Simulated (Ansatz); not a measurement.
# Al₂H₂ (singlet): wB97M-V, B2PLYP over a scan of the distance Al1–H3, 6-31G, part 2 of 3

Ansatz 0.2.0, Gaussian basis; 6-31G, all electrons in the functionals, frozen cores in the correlation of double hybrids and RPA. The steps go on from the part before.

## (10) wB97M-V, 3.533 Å

File in.yaml:

```yaml
crystal:
  periodic: [false, false, false]
  atoms:
    - {symbol: Al, position_ang: [0.000000, -0.181014, 1.287733]}
    - {symbol: Al, position_ang: [0.000000, 0.125994, -1.329045]}
    - {symbol: H, position_ang: [0.000000, 2.644261, 3.409032]}
    - {symbol: H, position_ang: [0.000000, -1.171408, -2.303172]}
basis:
  gaussian: {orbitals: 6-31G}
magnetization: {spin_polarized: true, initial_magnetization: 0}
hamiltonian: {xc: {name: wB97M-V}}
output: {forces: true, orbitals: {seedname: orbitals}}
```

On the command line:

```console
$ ansatz run in.yaml --threads 1 --pin off --events-out ev --progress --plain --max-ram 2393MiB
```

Output:

```text
Functional definition: wB97M-V
  name "wB97M-V"
  cite "Mardirossian & Head-Gordon, J. Chem. Phys. 144, 214110 (2016) doi:10.1063/1.4952647"
  cite "Becke, J. Chem. Phys. 107, 8554 (1997) doi:10.1063/1.475007"
  cite "Vydrov & Van Voorhis, J. Chem. Phys. 133, 244103 (2010) doi:10.1063/1.3521275"
  # Of w^i u^j: cxij and so on, Table III.
  parameter omega = 0.3/bohr
  parameter cx = 0.15
  parameter cx01 = 1.007
  parameter cx10 = 0.259
  parameter css00 = 0.443
  parameter css04 = -1.437
  parameter css10 = -4.535
  parameter css20 = -3.390
  parameter css43 = 4.278
  parameter cos00 = 1.000
  parameter cos10 = 1.358
  parameter cos20 = 2.924
  parameter cos21 = -8.812
  parameter cos60 = -1.390
  parameter cos61 = 9.142
  parameter b = 6.0
  parameter c = 0.01
  gx(w, u) = 1 - cx + cx01*u + cx10*w
  gss(w, u) = css00 + css04*u^4 + css10*w + css20*w^2 + css43*w^4*u^3
  gos(w, u) = cos00 + cos10*w + (cos20 + cos21*u)*w^2 + (cos60 + cos61*u)*w^6
  exchange = spin_sum(e_x_unif_sr(omega)*gx(b97_w, b97_u_x)) + cx*exact_x_sr(omega) + exact_x_lr(omega)
  correlation = spin_sum(e_c_pw_mod_same_spin*gss(b97_w, b97_u_same))
      + integral(e_c_pw_mod_opposite_spin*gos(b97_w_opposite, b97_u_opposite)) + vv10(b, c)
341 factors; integrals over basis functions are off by at most 2.0e-4 eV
164 factors; integrals over basis functions are off by at most 1.7e-5 eV
mean field evaluation 1: about -13215.1024 eV, gradient 1.2e1 eV
mean field evaluation 2: about -13211.8829 eV, gradient 1.4e1 eV
mean field evaluation 4: about -13218.0846 eV, gradient 1.1e0 eV
mean field evaluation 8: about -13218.1227 eV, gradient 5.1e-2 eV
mean field evaluation 16: about -13218.1229 eV, gradient 3.3e-4 eV
mean field evaluation 32: about -13218.8396 eV, gradient 8.6e-6 eV
mean field evaluation 64: about -13218.8396 eV, gradient 1.6e-5 eV
mean field evaluation 96: about -13218.6670 eV, gradient 1.8e-5 eV
mean field evaluation 128: about -13218.6966 eV, gradient 1.3e0 eV
mean field -13218.83961287 eV, -485.7833957216 hartree, gradient 5.3e-7 eV, S^2 0.935638; 9 other end points of the search recorded, 0 dependent functions left out
the calculation of the forces begins
reference -13218.83965986 eV, -485.7833974486 hartree; 14, 14 occupied and 16, 16 virtual orbitals, 341 factors
Total energy: -13218.83965986 eV, -485.7833974486 hartree
Atom 0 at     0.000000    -0.181014     1.287733 Å, force     0.000000     0.198801     0.749124 eV/Å
Atom 1 at     0.000000     0.125994    -1.329045 Å, force     0.000000     0.179253    -0.319213 eV/Å
Atom 2 at     0.000000     2.644261     3.409032 Å, force    -0.000000    -0.199457    -0.151646 eV/Å
Atom 3 at     0.000000    -1.171408    -2.303172 Å, force    -0.000000    -0.178596    -0.278265 eV/Å
Dipole moment:    -0.000000    -0.114086     0.014025 e Å
```

Run time: 42 s. Hardware: 1 thread of Arm Neoverse V1, shared host.

From the report: ⟨S²⟩ of the determinant 0.936 (pure singlet: 0.00). The determinant is far from a pure spin state, so its energy mixes those of several spin states (harmless only where they are near-degenerate, as at dissociation).

From 1.622 Å: +260.6 kJ/mol.

## (11) wB97M-V, 4.462 Å

File in.yaml:

```yaml
crystal:
  periodic: [false, false, false]
  atoms:
    - {symbol: Al, position_ang: [0.000000, -0.194391, 1.277690]}
    - {symbol: Al, position_ang: [0.000000, 0.112617, -1.339088]}
    - {symbol: H, position_ang: [0.000000, 3.373789, 3.956783]}
    - {symbol: H, position_ang: [0.000000, -1.184785, -2.313215]}
basis:
  gaussian: {orbitals: 6-31G}
magnetization: {spin_polarized: true, initial_magnetization: 0}
hamiltonian: {xc: {name: wB97M-V}}
output: {forces: true, orbitals: {seedname: orbitals}}
```

Same command.

Output:

```text
Functional definition: wB97M-V
  name "wB97M-V"
  cite "Mardirossian & Head-Gordon, J. Chem. Phys. 144, 214110 (2016) doi:10.1063/1.4952647"
  cite "Becke, J. Chem. Phys. 107, 8554 (1997) doi:10.1063/1.475007"
  cite "Vydrov & Van Voorhis, J. Chem. Phys. 133, 244103 (2010) doi:10.1063/1.3521275"
  # Of w^i u^j: cxij and so on, Table III.
  parameter omega = 0.3/bohr
  parameter cx = 0.15
  parameter cx01 = 1.007
  parameter cx10 = 0.259
  parameter css00 = 0.443
  parameter css04 = -1.437
  parameter css10 = -4.535
  parameter css20 = -3.390
  parameter css43 = 4.278
  parameter cos00 = 1.000
  parameter cos10 = 1.358
  parameter cos20 = 2.924
  parameter cos21 = -8.812
  parameter cos60 = -1.390
  parameter cos61 = 9.142
  parameter b = 6.0
  parameter c = 0.01
  gx(w, u) = 1 - cx + cx01*u + cx10*w
  gss(w, u) = css00 + css04*u^4 + css10*w + css20*w^2 + css43*w^4*u^3
  gos(w, u) = cos00 + cos10*w + (cos20 + cos21*u)*w^2 + (cos60 + cos61*u)*w^6
  exchange = spin_sum(e_x_unif_sr(omega)*gx(b97_w, b97_u_x)) + cx*exact_x_sr(omega) + exact_x_lr(omega)
  correlation = spin_sum(e_c_pw_mod_same_spin*gss(b97_w, b97_u_same))
      + integral(e_c_pw_mod_opposite_spin*gos(b97_w_opposite, b97_u_opposite)) + vv10(b, c)
341 factors; integrals over basis functions are off by at most 1.5e-4 eV
164 factors; integrals over basis functions are off by at most 3.0e-5 eV
mean field evaluation 1: about -13213.3478 eV, gradient 1.2e1 eV
mean field evaluation 2: about -13206.7588 eV, gradient 1.0e1 eV
mean field evaluation 4: about -13214.4063 eV, gradient 7.1e0 eV
mean field evaluation 8: about -13216.5794 eV, gradient 3.5e0 eV
mean field evaluation 16: about -13217.0724 eV, gradient 4.2e-2 eV
mean field evaluation 32: about -13217.6736 eV, gradient 5.2e0 eV
mean field evaluation 64: about -13218.6541 eV, gradient 3.4e-2 eV
mean field evaluation 96: about -13218.6541 eV, gradient 5.3e-2 eV
mean field evaluation 128: about -13218.7531 eV, gradient 1.4e-6 eV
mean field -13218.75306184 eV, -485.7802150300 hartree, gradient 1.6e-6 eV, S^2 1.014366; 8 other end points of the search recorded, 0 dependent functions left out
the calculation of the forces begins
reference -13218.75310865 eV, -485.7802167502 hartree; 14, 14 occupied and 16, 16 virtual orbitals, 341 factors
Total energy: -13218.75310865 eV, -485.7802167502 hartree
Atom 0 at     0.000000    -0.194391     1.277690 Å, force    -0.000000     0.020750     0.615803 eV/Å
Atom 1 at     0.000000     0.112617    -1.339088 Å, force     0.000000     0.167918    -0.323868 eV/Å
Atom 2 at     0.000000     3.373789     3.956783 Å, force    -0.000000    -0.017826    -0.013905 eV/Å
Atom 3 at     0.000000    -1.184785    -2.313215 Å, force    -0.000000    -0.170842    -0.278031 eV/Å
Dipole moment:    -0.000000    -0.040008     0.153831 e Å
```

Wall time 45 s (1 thread of Arm Neoverse V1, shared host).

From the report: ⟨S²⟩ of the determinant 1.014 (pure singlet: 0.00). The determinant is far from a pure spin state, so its energy mixes those of several spin states (harmless only where they are near-degenerate, as at dissociation).

From 1.622 Å: +269.0 kJ/mol.

## (12) wB97M-V, 5.386 Å

File in.yaml:

```yaml
crystal:
  periodic: [false, false, false]
  atoms:
    - {symbol: Al, position_ang: [0.000000, -0.207695, 1.267700]}
    - {symbol: Al, position_ang: [0.000000, 0.099313, -1.349078]}
    - {symbol: H, position_ang: [0.000000, 4.099390, 4.501585]}
    - {symbol: H, position_ang: [0.000000, -1.198089, -2.323205]}
basis:
  gaussian: {orbitals: 6-31G}
magnetization: {spin_polarized: true, initial_magnetization: 0}
hamiltonian: {xc: {name: wB97M-V}}
output: {orbitals: {seedname: orbitals}}
```

Launched as before.

Output, cut to the lines that bear on the results:

```text
Functional definition: wB97M-V
  name "wB97M-V"
  cite "Mardirossian & Head-Gordon, J. Chem. Phys. 144, 214110 (2016) doi:10.1063/1.4952647"
  cite "Becke, J. Chem. Phys. 107, 8554 (1997) doi:10.1063/1.475007"
  cite "Vydrov & Van Voorhis, J. Chem. Phys. 133, 244103 (2010) doi:10.1063/1.3521275"
  # Of w^i u^j: cxij and so on, Table III.
[...]
  gx(w, u) = 1 - cx + cx01*u + cx10*w
[...]
340 factors; integrals over basis functions are off by at most 1.8e-4 eV
164 factors; integrals over basis functions are off by at most 3.5e-5 eV
[...]
mean field -13218.74165712 eV, -485.7797959142 hartree, gradient 2.2e-6 eV, S^2 1.019260; 9 other end points of the search recorded, 0 dependent functions left out
reference -13218.74170544 eV, -485.7797976898 hartree; 14, 14 occupied and 16, 16 virtual orbitals, 340 factors
Total energy: -13218.74170544 eV, -485.7797976898 hartree
```

Wall time 39 s (1 thread of Arm Neoverse V1, shared host).

From the report: ⟨S²⟩ of the determinant 1.019 (pure singlet: 0.00). The determinant is far from a pure spin state, so its energy mixes those of several spin states (harmless only where they are near-degenerate, as at dissociation).

From 1.622 Å: +270.1 kJ/mol.

## (13) B2PLYP, 1.292 Å

File in.yaml:

```yaml
crystal:
  periodic: [false, false, false]
  atoms:
    - {symbol: Al, position_ang: [0.000000, -0.148747, 1.311961]}
    - {symbol: Al, position_ang: [0.000000, 0.158261, -1.304817]}
    - {symbol: H, position_ang: [0.000000, 0.884442, 2.087709]}
    - {symbol: H, position_ang: [0.000000, -1.139141, -2.278944]}
basis:
  gaussian: {orbitals: 6-31G}
magnetization: {spin_polarized: true, initial_magnetization: 0}
hamiltonian: {xc: {name: B2PLYP}}
correlation: {electrons: outside_noble_gas}
```

Launched as before.

Output, cut to the lines that bear on the results:

```text
Functional definition: B2PLYP
  name "B2PLYP"
  cite "Grimme, J. Chem. Phys. 124, 034108 (2006) doi:10.1063/1.2148954"
  cite "Becke, Phys. Rev. A 38, 3098 (1988) doi:10.1103/PhysRevA.38.3098"
  cite "Lee, Yang & Parr, Phys. Rev. B 37, 785 (1988) doi:10.1103/PhysRevB.37.785"
[...]
340 factors; integrals over basis functions are off by at most 1.5e-4 eV
[...]
mean field -13213.74991576 eV, -485.5963528026 hartree, gradient 1.3e-6 eV, S^2 0.348442; 9 other end points of the search recorded, 0 dependent functions left out
10 core orbitals not correlated: weight in the atoms' cores, before any rotation towards them, 1.000 or more for the frozen orbitals, at most 0.000 for the correlated occupied ones
reference -13213.75006011 eV, -485.5963581077 hartree; 4, 4 occupied and 16, 16 virtual orbitals, 340 factors
second order -2.12414379 eV of doubles, -0.00000000 eV of singles
Total energy: -13214.32357894 eV, -485.6174345357 hartree
```

Run time: 4.9 s. Hardware: 1 thread of Arm Neoverse V1, shared host.

From the report: ⟨S²⟩ of the determinant 0.348 (pure singlet: 0.00).

## (14) B2PLYP, 1.494 Å

File in.yaml:

```yaml
crystal:
  periodic: [false, false, false]
  atoms:
    - {symbol: Al, position_ang: [0.000000, -0.151655, 1.309777]}
    - {symbol: Al, position_ang: [0.000000, 0.155353, -1.307001]}
    - {symbol: H, position_ang: [0.000000, 1.043069, 2.206811]}
    - {symbol: H, position_ang: [0.000000, -1.142049, -2.281128]}
basis:
  gaussian: {orbitals: 6-31G}
magnetization: {spin_polarized: true, initial_magnetization: 0}
hamiltonian: {xc: {name: B2PLYP}}
correlation: {electrons: outside_noble_gas}
```

Launched as before.

Output, cut to the lines that bear on the results:

```text
Functional definition: B2PLYP
  name "B2PLYP"
  cite "Grimme, J. Chem. Phys. 124, 034108 (2006) doi:10.1063/1.2148954"
  cite "Becke, Phys. Rev. A 38, 3098 (1988) doi:10.1103/PhysRevA.38.3098"
  cite "Lee, Yang & Parr, Phys. Rev. B 37, 785 (1988) doi:10.1103/PhysRevB.37.785"
[...]
340 factors; integrals over basis functions are off by at most 1.5e-4 eV
[...]
mean field -13214.70621130 eV, -485.6314960155 hartree, gradient 4.8e-6 eV, S^2 0.303498; 6 other end points of the search recorded, 0 dependent functions left out
10 core orbitals not correlated: weight in the atoms' cores, before any rotation towards them, 1.000 or more for the frozen orbitals, at most 0.000 for the correlated occupied ones
reference -13214.70635792 eV, -485.6315014038 hartree; 4, 4 occupied and 16, 16 virtual orbitals, 340 factors
second order -2.19836736 eV of doubles, -0.00000000 eV of singles
Total energy: -13215.29991710 eV, -485.6533143016 hartree
```

It took 4.1 s on 1 thread of Arm Neoverse V1, shared host.

From the report: ⟨S²⟩ of the determinant 0.303 (pure singlet: 0.00).

## (15) B2PLYP, 1.622 Å

File in.yaml:

```yaml
crystal:
  periodic: [false, false, false]
  atoms:
    - {symbol: Al, position_ang: [0.000000, -0.153504, 1.308389]}
    - {symbol: Al, position_ang: [0.000000, 0.153504, -1.308389]}
    - {symbol: H, position_ang: [0.000000, 1.143898, 2.282516]}
    - {symbol: H, position_ang: [0.000000, -1.143898, -2.282516]}
basis:
  gaussian: {orbitals: 6-31G}
magnetization: {spin_polarized: true, initial_magnetization: 0}
hamiltonian: {xc: {name: B2PLYP}}
correlation: {electrons: outside_noble_gas}
```

Same command.

Output, cut to the lines that bear on the results:

```text
Functional definition: B2PLYP
  name "B2PLYP"
  cite "Grimme, J. Chem. Phys. 124, 034108 (2006) doi:10.1063/1.2148954"
  cite "Becke, Phys. Rev. A 38, 3098 (1988) doi:10.1103/PhysRevA.38.3098"
  cite "Lee, Yang & Parr, Phys. Rev. B 37, 785 (1988) doi:10.1103/PhysRevB.37.785"
[...]
340 factors; integrals over basis functions are off by at most 1.5e-4 eV
[...]
mean field -13214.84899036 eV, -485.6367430494 hartree, gradient 1.5e-6 eV, S^2 0.276504; 6 other end points of the search recorded, 0 dependent functions left out
10 core orbitals not correlated: weight in the atoms' cores, before any rotation towards them, 1.000 or more for the frozen orbitals, at most 0.000 for the correlated occupied ones
reference -13214.84913713 eV, -485.6367484431 hartree; 4, 4 occupied and 16, 16 virtual orbitals, 340 factors
second order -2.25562465 eV of doubles, -0.00000000 eV of singles
Total energy: -13215.45815579 eV, -485.6591294659 hartree
```

Run time: 3.7 s. Hardware: 1 thread of Arm Neoverse V1, shared host.

From the report: ⟨S²⟩ of the determinant 0.277 (pure singlet: 0.00).

## (16) B2PLYP, 1.747 Å

File in.yaml:

```yaml
crystal:
  periodic: [false, false, false]
  atoms:
    - {symbol: Al, position_ang: [0.000000, -0.155298, 1.307042]}
    - {symbol: Al, position_ang: [0.000000, 0.151710, -1.309736]}
    - {symbol: H, position_ang: [0.000000, 1.241746, 2.355983]}
    - {symbol: H, position_ang: [0.000000, -1.145692, -2.283863]}
basis:
  gaussian: {orbitals: 6-31G}
magnetization: {spin_polarized: true, initial_magnetization: 0}
hamiltonian: {xc: {name: B2PLYP}}
correlation: {electrons: outside_noble_gas}
```

Same command.

Output, cut to the lines that bear on the results:

```text
Functional definition: B2PLYP
  name "B2PLYP"
  cite "Grimme, J. Chem. Phys. 124, 034108 (2006) doi:10.1063/1.2148954"
  cite "Becke, Phys. Rev. A 38, 3098 (1988) doi:10.1103/PhysRevA.38.3098"
  cite "Lee, Yang & Parr, Phys. Rev. B 37, 785 (1988) doi:10.1103/PhysRevB.37.785"
[...]
340 factors; integrals over basis functions are off by at most 1.5e-4 eV
[...]
mean field -13214.79541962 eV, -485.6347743610 hartree, gradient 1.6e-6 eV, S^2 0.252539; 5 other end points of the search recorded, 0 dependent functions left out
10 core orbitals not correlated: weight in the atoms' cores, before any rotation towards them, 1.000 or more for the frozen orbitals, at most 0.000 for the correlated occupied ones
reference -13214.79556635 eV, -485.6347797532 hartree; 4, 4 occupied and 16, 16 virtual orbitals, 340 factors
second order -2.31635915 eV of doubles, -0.00000000 eV of singles
Total energy: -13215.42098332 eV, -485.6577634029 hartree
```

Run time: 3.5 s. Hardware: 1 thread of Arm Neoverse V1, shared host.

From the report: ⟨S²⟩ of the determinant 0.253 (pure singlet: 0.00).

From 1.622 Å: +3.6 kJ/mol.

(Part 2 of 3 ends here.)
